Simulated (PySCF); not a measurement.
The scaffold ethyl-X carries different groups X. Gas-phase values, no solvent. One relaxed conformer stands for each flexible species; it need not be the lowest. Strings in code marks are SMILES.

Computed with PySCF with PBE-D3(BJ)/def2-TZVP // B3LYP-D3(BJ)/def2-TZVP. All candidates: neutral, multiplicity 1. Delta-SCF ions had no search for a lower state. Excitations are Tamm–Dancoff values on a coarser integration grid. The basis has no diffuse functions, so Rydberg states are missing or too high.

```json
{
  "S1 excitation (TDA)": "5.85 eV",
  "vertical ionisation energy (Delta-SCF)": "10.16 eV",
  "HOMO–LUMO gap": "5.49 eV"
}
```

**Question.** Name which member has these values.
A) `CCBr`
B) `CCCl`
C) `CCN`
D) `CC[SeH]` (C–C–Se–H torsion 63°)

**Answer.** A, `CCBr`. The others give `CCN`: 5.73 eV, 9.21 eV, 5.59 eV; `CCCl`: 6.95 eV, 10.64 eV, 6.58 eV; `CC[SeH]` (C–C–Se–H torsion 63°): 4.70 eV, 8.72 eV, 4.51 eV
